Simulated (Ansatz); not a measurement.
# CH7BO: the cost of one run

Method: RKS revPBE/def2-mTZVP, in Ansatz 0.2.0.

### 1 The structure to begin with

Bond lengths: C2–H3 1.110 Å, C2–H4 1.110 Å, C2–H5 1.110 Å, B1–H6 1.190 Å, B1–H7 1.190 Å, B1–O8 1.710 Å, O8–H9 1.010 Å, C2–H10 1.168 Å, O8–H10 1.161 Å. Angles: H3–C2–H4 109.4°, H3–C2–H5 109.4°, H3–C2–H10 74.3°, H4–C2–H5 109.4°, H4–C2–H10 65.9°, H5–C2–H10 175.1°, H6–B1–H7 120.0°, H6–B1–O8 105.6°, H7–B1–O8 92.7°, B1–O8–H9 109.5°, B1–O8–H10 82.1°, H9–O8–H10 157.5°, C2–H10–O8 134.8°.

Structure file:

```xyz
10

B     0.0000    0.0000    0.0000
C     0.0000    0.0000    1.9500
H    -0.9996   -0.3092    2.3205
H     0.7676   -0.7111    2.3205
H     0.2320    1.0203    2.3205
H     1.0305    0.0000   -0.5950
H    -1.0305    0.0000   -0.5950
O    -0.2190   -1.6079    0.5392
H    -0.6224   -2.1606   -0.2037
H    -0.1495   -1.0979    1.5797
```

### 2 Pulling towards end A

Springs on the bonds that form and break draw the guess towards this end; the thresholds are loose.

The input, input.yaml:

```yaml
crystal:
  periodic: [false, false, false]
  atoms:
    - { symbol: B, position_ang: [0.0, 0.0, 0.0] }
    - { symbol: C, position_ang: [0.0, 0.0, 1.95] }
    - { symbol: H, position_ang: [-0.9996, -0.3092, 2.3205] }
    - { symbol: H, position_ang: [0.7676, -0.7111, 2.3205] }
    - { symbol: H, position_ang: [0.232, 1.0203, 2.3205] }
    - { symbol: H, position_ang: [1.0305, 0.0, -0.595] }
    - { symbol: H, position_ang: [-1.0305, 0.0, -0.595] }
    - { symbol: O, position_ang: [-0.219, -1.6079, 0.5392] }
    - { symbol: H, position_ang: [-0.6224, -2.1606, -0.2037] }
    - { symbol: H, position_ang: [-0.1495, -1.0979, 1.5797] }
basis:
  gaussian: { orbitals: def2-mTZVP }
hamiltonian:
  xc: revpbe
relax:
  f_tol: 0.15
  max_steps: 25
  restrain:
    - { distance: [0, 7], at: 2.61, k: 30.0 }
    - { distance: [9, 1], at: 2.31, k: 30.0 }
    - { distance: [0, 1], at: 1.6, k: 30.0 }
    - { distance: [9, 7], at: 1.01, k: 30.0 }
```

Launch:

```sh
> ansatz run input.yaml --threads 1 --pin off --max-ram 2048MiB --backend cpu --events-out ev --progress --plain --runs-dir out
```

What time and memory should one allow on 1 thread of Arm Neoverse V1, shared host?

About 25 s, with a peak of 0.12 GiB.
